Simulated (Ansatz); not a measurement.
Born–Oppenheimer molecular dynamics of AlClH3N (6 atoms, charge 0, multiplicity 1). It starts at the highest image of a converged band. Of that band: Neighbouring images differ by up to 1.5 eV, so the band resolves the path poorly. A vibrational analysis at the climbing image gives one clearly imaginary mode, 482i cm⁻¹: a first-order saddle point.

Theory: RKS revPBE-D4/def2-SVPD (Ansatz).

| Property | Result |
| --- | --- |
| ensemble | NVE (velocity Verlet) |
| time step | 0.5 fs |
| steps asked | 200 |
| starting velocities drawn for | 300 K |
| seed | 6932 |

First frame:

```xyz
6
Properties=species:S:1:pos:R:3
Al 0.076 0.439 0.498
H 1.339 -0.512 -0.557
N -1.091 -0.381 -0.449
H 0.549 -0.739 -0.827
Cl 1.239 1.604 1.839
H -2.112 -0.411 -0.504
```

**Question.** How far do the bonds stretch over the last three quarters of this one trajectory? (Pairs bonded in most of those frames.)

**Answer.** 
| bond | mean (Å) | spread (Å) | shortest | longest |
| --- | --- | --- | --- | --- |
| Al1–N3 | 1.707 | 0.006 | 1.69 | 1.72 |
| Al1–Cl5 | 2.126 | 0.020 | 2.10 | 2.17 |
| H2–H4 | 0.775 | 0.005 | 0.77 | 0.79 |
| N3–H6 | 1.031 | 0.028 | 0.99 | 1.07 |

Mean temperature of the second half: 225 K. The conserved energy stayed within 0.16 meV per atom of its start (net change 0.021 meV per atom), so the integration is sound. A run of 0.1 ps of so small a system gives no equilibrium averages. The orbitals stay closed-shell, which can raise the energy where a bond breaks towards radicals; this wasn't checked here.

The run took 2.4 min on 2 threads of AMD EPYC 9R14 (Zen 4) (shared host), peak memory 0.18 GiB.
